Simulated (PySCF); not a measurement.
**Working out the electron affinity of B**

B⁻ [He] 2s2 2p2 (3P) → B [He] 2s2 2p1 (2P). Computed with PySCF 2.14 in aug-cc-pwCVDZ, with the non-relativistic Hamiltonian (point nucleus). Frozen: nothing. Energies in hartree (1 hartree = 27.21139 eV):

| part | B⁻ (lower) | B (upper) |
| --- | --- | --- |
| UHF | -24.519619 | -24.530581 |
| CCSD correlation | -0.104383 | -0.088675 |
| (T) | -0.002862 | -0.001172 |

Q: What does Hartree-Fock give?

A: (-24.530581) − (-24.519619) = -0.010962 hartree = -0.298 eV.

Q: What do CCSD and CCSD(T) give?

A: The CCSD correlation energies differ by 0.015708 hartree = 0.427 eV and the triples by 0.001690 hartree = 0.046 eV, so CCSD gives 0.129 eV and CCSD(T) 0.175 eV.

A first-order spin-orbit estimate adds 0.000 eV to CCSD(T) (valence and next inner shell), giving 0.175 eV against 0.280 eV (measured; photodetachment measurements, as compiled on the Wikipedia data page of electron affinities).

A double-zeta basis recovers only part of the correlation energy.

What remains against the reference includes basis incompleteness and higher excitations.
